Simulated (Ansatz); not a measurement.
`C=C(F)CF` → `C=C(F)F` + `[CH2]` (triplet) at 400 K and 1 bar (formal loss of a carbene).

Program: Ansatz. Geometries: PBE0-D4/def2-TZVP. ΔE: electronic, gas phase. CBS: MP2 limit from def2 TZ/QZ plus the TZ coupled-cluster correction, frozen cores. This one scheme is used for every species. Triplets are unrestricted, without spin–orbit coupling. One conformer a species, not always the lowest.

| species | CCSD(T)/CBS energy (Eh) | H − E (kJ/mol) | S (J/(mol·K)) |
| --- | --- | --- | --- |
| `C=C(F)CF` | -316.10894 | 196.7 | 329.2 |
| `C=C(F)F` | -276.85281 | 115.7 | 283.4 |
| `[CH2]` (triplet) | -39.09499 | 59.0 | 205.7 |

H − E and S are ideal-gas, rigid-rotor, harmonic terms from PBE0-D4/def2-TZVP, for one conformer and one mirror image of each species, with the whole ground term of open shells counted as degenerate. 1 Eh = 2625.50 kJ/mol, R = 8.31446 J/(mol·K).

By hand: ΔE, ΔH, ΔS and ΔG.

ΔE = (-276.85281) + (-39.09499) − (-316.10894) = 0.16114 Eh = 423.1 kJ/mol. Δ(H − E) = 115.7 + 59.0 − 196.7 = -22.0, so ΔH = 401.1 kJ/mol. ΔS = 283.4 + 205.7 − 329.2 = 159.9 J/(mol·K). ΔG = 401.1 − 400 × (159.9)/1000 = 337.1 kJ/mol.

By hand: the equilibrium constant, and the temperature at which ΔG would vanish if ΔH and ΔS stayed fixed.

log₁₀ K = −ΔG/(RT ln 10) = -44.0. ΔG = 0 at ΔH/ΔS = 2508 K, far beyond where these terms or the molecules hold.

The number of gas molecules changes by +1, which sets the sign of ΔS. A doubt of 5 kJ/mol in ΔE shifts log₁₀ K by 0.7 here. Other conformers and mirror images would add mixing entropy, several J/(mol·K) or more a flexible species. A triplet takes part, so the spin changes. These are equilibria of isolated gas molecules and say nothing of rates. Largest T1 diagnostic: 0.012 (customary marks: 0.02 for closed shells, 0.045 for open ones).
